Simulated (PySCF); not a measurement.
All values below come from PySCF with PBE-D3(BJ)/def2-TZVP // r2SCAN-D4/def2-TZVP. Isolated molecules, 0 K electronic values unless said otherwise. Excitations are Tamm–Dancoff values on a coarser integration grid. The basis has no diffuse functions, so Rydberg states are missing or too high.

Reference species (SMILES): `[Cl][Al]([Cl])[Cl]` (neutral, multiplicity 1).

* **LUMO**: -2.13 eV
* **HOMO–LUMO gap**: 5.82 eV
* **T1 excitation (TDA)**: 5.70 eV

Changed species: `[NH2][Al]([Cl])[Cl]` (whole molecule; the reference has whole molecule).

**Question.** Give the shifts of the LUMO, HOMO–LUMO gap and T1 excitation (TDA).

**Answer.** the LUMO rises by 0.69 eV, to -1.44 eV; the HOMO–LUMO gap drops by 0.69 eV, to 5.13 eV; the T1 excitation (TDA) falls by 0.81 eV, to 4.89 eV.
